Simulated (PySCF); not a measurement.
Two species compared at the same levels of theory.

First species: 5-methylthiazole, C4H5NS.
SMILES: `CC1=CN=CS1`

Second species: 1,2-dimethoxyethane, C4H10O2.
Bonds: C1–O2, O2–C3, C3–C4, C4–O5, O5–C6. Hydrogens: H7, H8, H9 on C1; H10, H11 on C3; H12, H13 on C4; H14, H15, H16 on C6.

Levels: B97-2/pcSseg-2 for dipole moment, HOMO energy, LUMO energy and HOMO–LUMO gap; PBE0-D3(BJ)/def2-TZVP for rotational constant A and rotational constant C. Geometries: PBE0-D3(BJ)/def2-TZVP. Each structure is a single optimised conformer of the isolated species, non-relativistic unless stated; the electronic structure was computed with PySCF and density fitting.

The conformers computed, where there is a choice (atom-mapped SMILES and torsion angles):
- `[CH3:1][O:2][CH2:3][CH2:4][O:5][CH3:6]`: C1–O2–C3–C4 -179°, O2–C3–C4–O5 176°, C3–C4–O5–C6 79°

```csv
property,column X,column Y
dipole moment,2.07 D,1.68 D
HOMO energy,-6.81 eV,-7.15 eV
LUMO energy,-0.78 eV,0.67 eV
HOMO–LUMO gap,6.03 eV,7.82 eV
rotational constant A,5.473 GHz,11.756 GHz
rotational constant C,2.046 GHz,1.396 GHz
```

**Question.** Which column belongs to which species?

**Answer.** Column X is the first species and column Y the second. The first has 11 atoms and 52 electrons, the second 16 and 50.

**Question.** How does each property change from the first species to the second?

**Answer.** dipole moment -0.39 D; HOMO energy -0.34 eV; LUMO energy +1.45 eV; HOMO–LUMO gap +1.79 eV; rotational constant A +6.283 GHz; rotational constant C -0.650 GHz.

On the first: The dipole equals about 6.9 × 10⁻³⁰ C·m (1 D = 3.33564 × 10⁻³⁰ C·m). Geometry: PBE0-D3(BJ)/def2-TZVP; no solvent, vibrations or thermal averaging.

On the second: A dipole of 1.68 D is allowed in C1, and pure rotational transitions are dipole-allowed. The dipole equals about 5.6 × 10⁻³⁰ C·m (1 D = 3.33564 × 10⁻³⁰ C·m). The structure is a single PBE0-D3(BJ)/def2-TZVP conformer in the gas phase; no vibrational or solvent corrections.
